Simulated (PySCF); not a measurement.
methane cation (CH4), SMILES C (connectivity only; charge and spin as stated), charge +1, multiplicity 2. Atoms are numbered in the order given.

```xyz
5

C      0.0000     0.0000     0.0000
H     -0.7468    -0.7468    -0.3748
H      0.7468     0.7468    -0.3748
H     -0.7468     0.7468     0.3748
H      0.7468    -0.7468     0.3748
```
Charge +1, spin multiplicity 2.

Geometry optimised at B3LYP-D3(BJ)/def2-TZVPD. The spin state was assumed, not searched.

These are PBE0/pcH-1 in PySCF values and carry that method's errors.

Unrestricted Kohn–Sham, ⟨S²⟩ = 0.752. Hyperfine tensors hold the contact and dipolar terms, without spin-orbit corrections.

Problem. Estimate the hyperfine couplings. (Estimate from the structure and the level; the computed values follow.)

Solution. 
| nucleus | A(iso) (MHz) | A(iso) (G) | dipolar principal values (MHz) |
|---|---|---|---|
| 13C no. 1 | -2.2 | -0.8 | -67.7, -67.7, 135.4 |
| 1H no. 2 | 223.3 | 79.7 | -31.3, -23.1, 54.4 |
| 1H no. 3 | 223.3 | 79.7 | -31.3, -23.1, 54.4 |
| 1H no. 4 | 223.3 | 79.7 | -31.3, -23.1, 54.4 |
| 1H no. 5 | 223.3 | 79.7 | -31.3, -23.1, 54.4 |

Problem. And the g tensor (effective nuclear charges for spin-orbit coupling, GIAO)? (The exact figures need the calculation; the answer reports its results.)

Solution. principal values 2.0022, 2.0032, 2.0032; isotropic 2.0029.
